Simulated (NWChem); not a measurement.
**Correlation energy of Cl2 (+1)**

```
Cl
Cl 1 1.9598
```
Charge +1, spin multiplicity 2.

All runs are NWChem calculations. Structure: optimised with UPBE/def2-SVP, a minimum by its harmonic frequencies.

Basis set: 6-31G*. Each correlation energy counts from its own Hartree-Fock reference.

The correlated methods keep 10 core orbitals frozen. The Pople sets run with spherical d functions. The structure started from a generated list of species. The unpaired electrons of the parent sit in orbitals of symmetry b2g (D2h labels of the run); other states weren't searched. No SCF solution was tested for a lower state. Open-shell Hartree-Fock references start from PBE0 orbitals. Coupled-cluster values serve here as a point of comparison, not as the truth.

Problem. Order these methods by the correlation energy they give, lowest first: UMP2, SCS-UMP2, CCSD on UHF, CCSD[T] on UHF, CCSD on ROHF, CCSD[T] on ROHF.

Solution. CCSD[T] on ROHF (-299.9 mHa), CCSD[T] on UHF (-293.9 mHa), CCSD on ROHF (-289.4 mHa), CCSD on UHF (-283.7 mHa), UMP2 (-257.8 mHa), SCS-UMP2 (-250.4 mHa)
